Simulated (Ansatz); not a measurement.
# BClH3N: molecular dynamics

The plan is to follow the molecule's vibrations and see whether its bonds hold. The start is relaxed first. Runs: 300 steps of 1 fs at constant energy (fourth-order Milne integrator), with velocities drawn for 1000 K. SMILES of the start: NBCl.

All numbers below are computed with Ansatz 0.2.0 (RKS PBE-D4/def2-SVP).

**1. The system as given**

Bond lengths: B1–H2 1.190 Å, B1–N3 1.550 Å, N3–H4 1.060 Å, N3–H5 1.060 Å, B1–Cl6 1.860 Å. Angles: H2–B1–N3 120.0°, H2–B1–Cl6 120.0°, N3–B1–Cl6 120.0°, B1–N3–H4 120.0°, B1–N3–H5 120.0°, H4–N3–H5 120.0°.

Coordinates:

```xyz
6

B     0.0000    0.0000    0.0000
H     0.0000    0.0000    1.1900
N     1.3423    0.0000   -0.7750
H     1.8089   -0.9179   -1.0268
H     1.7937    0.9179   -1.0532
Cl   -1.6108    0.0000   -0.9300
```

**2. Relaxing the start**

Input file input.yaml:

```yaml
crystal:
  periodic: [false, false, false]
  atoms:
    - { symbol: B, position_ang: [0.0, 0.0, 0.0] }
    - { symbol: H, position_ang: [0.0, 0.0, 1.19] }
    - { symbol: "N", position_ang: [1.3423, 0.0, -0.775] }
    - { symbol: H, position_ang: [1.8089, -0.9179, -1.0268] }
    - { symbol: H, position_ang: [1.7937, 0.9179, -1.0532] }
    - { symbol: Cl, position_ang: [-1.6108, 0.0, -0.93] }
basis:
  gaussian: { orbitals: def2-SVP }
hamiltonian:
  xc: pbe
  dispersion: d4
relax:
  f_tol: 0.02
  max_steps: 40
```

On the command line:

```sh
> ansatz run input.yaml --threads 1 --pin off --max-ram 2048MiB --backend cpu --events-out ev --progress --plain --runs-dir out
```

The program printed (excerpt; [...] marks lines left out):

```text
Warning: RAYON_NUM_THREADS=1 ignored (pool sized by the plan → 1); use --threads N
[...]
Functional definition: PBE
[...]
695 factors; their error is unknown
[...]
mean field -14724.78574916 eV, -541.1258954635 hartree, gradient 2.7e-5 eV, S^2 0.000000; 0 other end points of the search recorded, 0 dependent functions left out
[...]
reference -14724.78577775 eV, -541.1258965140 hartree; 16, 16 occupied and 45, 45 virtual orbitals, 695 factors
relax step   1: F+E_penalty+E_count = -14724.86643284 eV  Δ(F+E_penalty+E_count) = +0.000e0 eV  max|allowed force component| = 2.861e0 eV/Å  Δτ_max = 0.0000 Å  (26 SCF iters, accepted)
[...]
relax step   3: F+E_penalty+E_count = -14725.42200864 eV  Δ(F+E_penalty+E_count) = -2.022e-1 eV  max|allowed force component| = 1.352e0 eV/Å  Δτ_max = 0.1952 Å  (31 SCF iters, accepted)
[...]
relax step   5: F+E_penalty+E_count = -14726.02064415 eV  Δ(F+E_penalty+E_count) = -3.074e-1 eV  max|allowed force component| = 1.129e0 eV/Å  Δτ_max = 0.1950 Å  (33 SCF iters, accepted)
[...]
relax step   7: F+E_penalty+E_count = -14726.45825898 eV  Δ(F+E_penalty+E_count) = -1.939e-1 eV  max|allowed force component| = 6.161e-1 eV/Å  Δτ_max = 0.2000 Å  (32 SCF iters, accepted)
[...]
relax step   9: F+E_penalty+E_count = -14726.48770407 eV  Δ(F+E_penalty+E_count) = -4.573e-3 eV  max|allowed force component| = 8.106e-2 eV/Å  Δτ_max = 0.0262 Å  (28 SCF iters, accepted)
[...]
relax step  10: F+E_penalty+E_count = -14726.48786520 eV  Δ(F+E_penalty+E_count) = -1.611e-4 eV  max|allowed force component| = 3.574e-3 eV/Å  Δτ_max = 0.0042 Å  (28 SCF iters, accepted)
695 factors; their error is unknown
[...]
mean field -14726.40445184 eV, -541.1853816896 hartree, gradient 1.9e-5 eV, S^2 0.000000; 1 other end points of the search recorded, 0 dependent functions left out
[...]
reference -14726.40447958 eV, -541.1853827091 hartree; 16, 16 occupied and 45, 45 virtual orbitals, 695 factors
Total energy: -14726.48789294 eV, -541.1884480936 hartree
Atom 0 at     0.048870    -0.055896    -0.053922 Å, force    -0.002204     0.000289     0.000820 eV/Å
Atom 1 at    -0.019557    -0.556803     1.048174 Å, force     0.002252    -0.000982     0.002286 eV/Å
Atom 2 at     1.255324    -0.016715    -0.753302 Å, force     0.003264    -0.002331    -0.001767 eV/Å
Atom 3 at     2.118168    -0.403564    -0.371148 Å, force     0.000019     0.000577    -0.000532 eV/Å
Atom 4 at     1.350979     0.395223    -1.682902 Å, force     0.000242     0.000638     0.001662 eV/Å
Atom 5 at    -1.419685     0.637756    -0.781901 Å, force    -0.003574     0.001809    -0.002469 eV/Å
Dipole moment:     0.557402    -0.061508    -0.154876 e Å
```

It took 10 s on 1 thread of AMD EPYC 7R13 (Zen 3), shared host; peak memory 0.13 GiB.

Step by step:

| step | energy from step 1 (eV) | largest force component (eV/Å) |
| --- | --- | --- |
| 1 | 0.0000 | 2.8612 |
| 2 | -0.3534 | 1.1830 |
| 3 | -0.5556 | 1.3516 |
| 4 | -0.8469 | 1.0228 |
| 5 | -1.1542 | 1.1293 |
| 6 | -1.3979 | 1.0398 |
| 7 | -1.5918 | 0.6161 |
| 8 | -1.6167 | 0.2372 |
| 9 | -1.6213 | 0.0811 |
| 10 | -1.6214 | 0.0036 |

Step 1 is the start.

After: Bond lengths: B1–H2 1.213 Å, B1–N3 1.395 Å, N3–H4 1.020 Å, N3–H5 1.021 Å, B1–Cl6 1.780 Å. Angles: H2–B1–N3 121.1°, H2–B1–Cl6 119.1°, N3–B1–Cl6 119.8°, B1–N3–H4 122.2°, B1–N3–H5 123.3°, H4–N3–H5 114.5°.

**3. The run**

300 steps of 1 fs at constant energy (fourth-order milne integrator), with velocities drawn for 1000 K, from the relaxed start.

Input file input.yaml:

```yaml
crystal:
  periodic: [false, false, false]
  atoms:
    - { symbol: B, position_ang: [0.04887, -0.055896, -0.053922] }
    - { symbol: H, position_ang: [-0.019557, -0.556803, 1.048174] }
    - { symbol: "N", position_ang: [1.255324, -0.016715, -0.753302] }
    - { symbol: H, position_ang: [2.118168, -0.403564, -0.371148] }
    - { symbol: H, position_ang: [1.350979, 0.395223, -1.682902] }
    - { symbol: Cl, position_ang: [-1.419685, 0.637756, -0.781901] }
basis:
  gaussian: { orbitals: def2-SVP }
hamiltonian:
  xc: pbe
  dispersion: d4
md:
  timestep: 1.0
  n_steps: 300
  ensemble: nve_milne
  temperature: 1000.0
  initial_velocities: maxwell_boltzmann
  seed: 279149
```

On the command line:

```sh
> ansatz run input.yaml --threads 1 --pin off --max-ram 2048MiB --backend cpu --events-out ev --progress --plain --runs-dir out
```

The program printed (excerpt; [...] marks lines left out):

```text
Warning: RAYON_NUM_THREADS=1 ignored (pool sized by the plan → 1); use --threads N
[...]
[... 1 set-up line as earlier in the session ...]
[...]
695 factors; their error is unknown
[...]
mean field -14726.40448022 eV, -541.1853827326 hartree, gradient 1.0e-5 eV, S^2 0.000000; 0 other end points of the search recorded, 0 dependent functions left out
[...]
reference -14726.40450800 eV, -541.1853837536 hartree; 16, 16 occupied and 45, 45 virtual orbitals, 695 factors
md step     0: t =     0.00 fs  T =  1000.0 K  F+E_penalty+E_count = -14726.48789358 eV  E_kin = 0.517040 eV  conserved = -14725.97085359 eV  (25 SCF iters)
[...]
md step    18: t =    18.00 fs  T =   392.0 K  F+E_penalty+E_count = -14726.17351453 eV  E_kin = 0.202688 eV  conserved = -14725.97082653 eV  (26 SCF iters, 5 dispersion substeps)
[...]
md step    36: t =    36.00 fs  T =   626.2 K  F+E_penalty+E_count = -14726.29508789 eV  E_kin = 0.323781 eV  conserved = -14725.97130679 eV  (28 SCF iters, 5 dispersion substeps)
[...]
md step    54: t =    54.00 fs  T =   660.2 K  F+E_penalty+E_count = -14726.31193446 eV  E_kin = 0.341340 eV  conserved = -14725.97059495 eV  (26 SCF iters, 5 dispersion substeps)
[...]
md step    70: t =    70.00 fs  T =   207.9 K  F+E_penalty+E_count = -14726.07850036 eV  E_kin = 0.107514 eV  conserved = -14725.97098623 eV  (27 SCF iters, 5 dispersion substeps)
md step    71: t =    71.00 fs  T =   232.8 K  F+E_penalty+E_count = -14726.09159454 eV  E_kin = 0.120376 eV  conserved = -14725.97121826 eV  (28 SCF iters, 5 dispersion substeps)
```

**4. More of the same log: dynamics from the start**

The log, continued (excerpt; [...] marks lines left out):

```text
md step    72: t =    72.00 fs  T =   310.1 K  F+E_penalty+E_count = -14726.13070295 eV  E_kin = 0.160329 eV  conserved = -14725.97037415 eV  (27 SCF iters, 5 dispersion substeps)
[...]
md step    94: t =    94.00 fs  T =   425.9 K  F+E_penalty+E_count = -14726.19068107 eV  E_kin = 0.220182 eV  conserved = -14725.97049888 eV  (26 SCF iters, 5 dispersion substeps)
[...]
md step   116: t =   116.00 fs  T =   364.4 K  F+E_penalty+E_count = -14726.15986290 eV  E_kin = 0.188387 eV  conserved = -14725.97147562 eV  (27 SCF iters, 5 dispersion substeps)
[...]
md step   138: t =   138.00 fs  T =   311.7 K  F+E_penalty+E_count = -14726.13167725 eV  E_kin = 0.161178 eV  conserved = -14725.97049954 eV  (27 SCF iters, 5 dispersion substeps)
[...]
md step   160: t =   160.00 fs  T =   225.6 K  F+E_penalty+E_count = -14726.08740933 eV  E_kin = 0.116624 eV  conserved = -14725.97078548 eV  (27 SCF iters, 5 dispersion substeps)
md step   161: t =   161.00 fs  T =   369.8 K  F+E_penalty+E_count = -14726.16121822 eV  E_kin = 0.191179 eV  conserved = -14725.97003906 eV  (27 SCF iters, 5 dispersion substeps)
```

**5. The log goes on: dynamics from the start**

Output, continued (excerpt; [...] marks lines left out):

```text
md step   162: t =   162.00 fs  T =   503.2 K  F+E_penalty+E_count = -14726.23143968 eV  E_kin = 0.260172 eV  conserved = -14725.97126750 eV  (27 SCF iters, 5 dispersion substeps)
[...]
md step   181: t =   181.00 fs  T =   109.0 K  F+E_penalty+E_count = -14726.02720429 eV  E_kin = 0.056351 eV  conserved = -14725.97085298 eV  (28 SCF iters, 5 dispersion substeps)
[...]
md step   200: t =   200.00 fs  T =   418.1 K  F+E_penalty+E_count = -14726.18754604 eV  E_kin = 0.216180 eV  conserved = -14725.97136644 eV  (27 SCF iters, 5 dispersion substeps)
[...]
md step   219: t =   219.00 fs  T =   647.0 K  F+E_penalty+E_count = -14726.30493520 eV  E_kin = 0.334521 eV  conserved = -14725.97041421 eV  (27 SCF iters, 5 dispersion substeps)
[...]
md step   299: t =   299.00 fs  T =   421.6 K  F+E_penalty+E_count = -14726.18952842 eV  E_kin = 0.217974 eV  conserved = -14725.97155426 eV  (27 SCF iters, 5 dispersion substeps)
[...]
md step   300: t =   300.00 fs  T =   428.7 K  F+E_penalty+E_count = -14726.19299166 eV  E_kin = 0.221657 eV  conserved = -14725.97133427 eV  (25 SCF iters, 5 dispersion substeps)
Total energy: -14726.19301911 eV, -541.1776116802 hartree
Atom 0 at     0.041331    -0.036358    -0.023081 Å, force     1.681834     0.217451    -0.817189 eV/Å
Atom 1 at     0.104571    -0.477382     1.122739 Å, force    -0.442395    -0.001867    -0.342057 eV/Å
Atom 2 at     1.292027    -0.023135    -0.767934 Å, force    -3.522095     0.742285     1.152990 eV/Å
Atom 3 at     1.936066    -0.694732    -0.407502 Å, force     1.361850    -0.313319    -0.293772 eV/Å
Atom 4 at     1.275594     0.428789    -1.686217 Å, force     0.678347    -0.573443    -0.052960 eV/Å
Atom 5 at    -1.428096     0.639401    -0.786516 Å, force     0.242460    -0.071106     0.352988 eV/Å
Dipole moment:     0.430742    -0.125195    -0.162067 e Å
```

It took 3.9 min on 1 thread of AMD EPYC 7R13 (Zen 3), shared host; peak memory 0.12 GiB.

**6. Frames and traces**

One step in 22; energies are changes from step 0:

| time (fs) | T (K) | potential energy change (meV/atom) | total energy change (meV/atom) |
| --- | --- | --- | --- |
| 0.0 | 1000 | 0.0 | 0.00 |
| 22.0 | 779 | 19.1 | 0.02 |
| 44.0 | 592 | 35.2 | 0.05 |
| 66.0 | 670 | 28.4 | 0.04 |
| 88.0 | 659 | 29.4 | -0.01 |
| 110.0 | 648 | 30.4 | 0.05 |
| 132.0 | 848 | 13.1 | 0.04 |
| 154.0 | 804 | 17.0 | 0.03 |
| 176.0 | 634 | 31.4 | -0.13 |
| 198.0 | 550 | 38.9 | 0.11 |
| 220.0 | 696 | 26.2 | -0.03 |
| 242.0 | 741 | 22.3 | 0.00 |
| 264.0 | 647 | 30.5 | 0.13 |
| 286.0 | 722 | 23.9 | -0.03 |
| 300.0 | 429 | 49.2 | -0.08 |

time (fs), T (K) and a bar:
```
      0.0       1000 ##############################
     13.0        415 ##########
     26.0        274 #####
     39.0        564 ###############
     52.0        425 ##########
     65.0        656 ##################
     78.0        709 ####################
     91.0        377 #########
    104.0        193 ###
    117.0        527 ##############
    130.0        735 #####################
    143.0        529 ##############
    157.0        294 ######
    170.0        369 #########
    183.0        375 #########
    196.0        551 ###############
    209.0        689 ###################
    222.0        559 ###############
    235.0        119 
    248.0        425 ##########
    261.0        633 #################
    274.0        546 ###############
    287.0        614 #################
    300.0        429 ###########
```

Maxima of the velocity power spectrum (cm⁻¹, relative height; resolution about 220 cm⁻¹): 560 (25), 890 (62), 1530 (100), 3530 (10).

**7. Snapshots as a file**

Positions (Å) and forces (eV/Å):

```xyz
6
time_fs=38.0 T=578 dE=0.2176
B     0.026   -0.039   -0.049    1.861    0.033   -0.766
H     0.009   -0.514    1.065   -0.148   -0.086    0.043
N     1.286   -0.012   -0.766   -3.369    0.122    1.798
H     1.982   -0.565   -0.306    1.246   -0.163   -0.368
H     1.293    0.405   -1.682    0.763   -0.102   -0.599
Cl   -1.420    0.634   -0.781   -0.354    0.195   -0.108
6
time_fs=75.0 T=779 dE=0.1139
B     0.059   -0.075   -0.040   -0.991    0.702   -0.118
H     0.060   -0.462    1.094   -0.171   -0.232    0.262
N     1.225   -0.040   -0.764    1.363    0.801   -1.385
H     2.120   -0.150   -0.301    0.308   -0.422    0.307
H     1.388    0.461   -1.668   -0.610   -0.529    0.718
Cl   -1.414    0.641   -0.786    0.101   -0.321    0.215
6
time_fs=112.0 T=555 dE=0.2298
B     0.088   -0.055   -0.043   -1.887    0.488    0.374
H     0.063   -0.505    1.079   -0.193   -0.116    0.025
N     1.264    0.000   -0.728    2.163   -0.384   -2.827
H     2.045   -0.646   -0.577   -0.048    0.119    0.897
H     1.399    0.254   -1.742   -0.824    0.205    1.073
Cl   -1.436    0.640   -0.789    0.789   -0.312    0.458
6
time_fs=150.0 T=636 dE=0.1882
B     0.031   -0.066   -0.036    1.603    0.391   -0.507
H     0.045   -0.448    1.126   -0.207   -0.065   -0.265
N     1.270   -0.030   -0.774   -2.067    0.113    0.695
H     2.109   -0.319   -0.245   -0.072    0.311   -0.983
H     1.227    0.402   -1.729    0.829   -0.576    1.014
Cl   -1.418    0.640   -0.784   -0.087   -0.174    0.046
6
time_fs=188.0 T=769 dE=0.1196
B     0.029   -0.050   -0.047    1.092    0.327   -0.766
H     0.014   -0.483    1.075   -0.092   -0.198    0.182
N     1.252   -0.018   -0.770   -0.613    0.063    0.118
H     2.036   -0.462   -0.263    0.026    0.444   -0.832
H     1.368    0.416   -1.728    0.096   -0.785    1.420
Cl   -1.411    0.635   -0.780   -0.509    0.149   -0.121
6
time_fs=225.0 T=393 dE=0.3136
B     0.071   -0.060   -0.055   -1.670    0.564    0.633
H     0.052   -0.460    1.094   -0.127   -0.166   -0.163
N     1.241   -0.008   -0.740    2.785   -0.392   -2.171
H     2.080   -0.541   -0.531    0.099   -0.353    1.369
H     1.530    0.253   -1.699   -1.430    0.551    0.096
Cl   -1.427    0.640   -0.783    0.344   -0.203    0.236
6
time_fs=262.0 T=725 dE=0.1415
B     0.073   -0.095   -0.024   -0.437    0.877   -0.102
H     0.103   -0.433    1.154   -0.294   -0.121   -0.351
N     1.255   -0.051   -0.770   -0.486    0.488   -0.303
H     2.147   -0.164   -0.285    0.102   -0.081   -0.343
H     1.241    0.467   -1.672    0.365   -0.494    0.578
Cl   -1.428    0.651   -0.790    0.749   -0.670    0.520
6
time_fs=300.0 T=429 dE=0.2949
B     0.041   -0.036   -0.023    1.682    0.217   -0.817
H     0.105   -0.477    1.123   -0.442   -0.002   -0.342
N     1.292   -0.023   -0.768   -3.522    0.742    1.153
H     1.936   -0.695   -0.407    1.362   -0.313   -0.294
H     1.276    0.429   -1.686    0.678   -0.573   -0.053
Cl   -1.428    0.639   -0.786    0.242   -0.071    0.353
```

**8. Results**

```
                          quantity                         value
           relaxation of the start       9 moves, 1.621 eV lower
                            length             300 steps of 1 fs
  temperature, first and last step                1000 and 429 K
          temperature, second half  mean 502 K, from 90 to 852 K
     potential energy, second half   +43 meV/atom from the start
largest change of the total energy                 0.24 meV/atom
            bonds formed or broken                             0
```

What this shows: The temperature starts at 1000 K and averages 502 K in the second half, where it ranges from 90 to 852 K. About half is expected from a start at a minimum: kinetic energy passes into potential energy until both shares match. The total energy strays from its start by at most 0.24 meV/atom, 0.6 % of the mean kinetic energy, which is good for a step of 1 fs. The bonding pattern survives the run. 300 fs on 6 atoms is far too short and small for converged averages. The nuclei move classically, without zero-point motion, which matters most for hydrogen.
